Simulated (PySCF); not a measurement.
Dissociation curve of SH, doublet.

Level of theory: CCSD(T) on UHF/cc-pVTZ, 5 core orbitals frozen (PySCF).

### Question
Relative to R = 1.35 Å, what are the energies at R = 1.15, 1.22, 1.40, 1.55 Å?

### Answer
26.3 mEh at 1.15 Å, 9.5 mEh at 1.22 Å, 1.3 mEh at 1.40 Å, 14.2 mEh at 1.55 Å.

The scan ran from 1.02 to 5.38 Å; beyond the distances shown one of the unrestricted levels run for this scan, shown here or not, changes its spin distribution in one step.
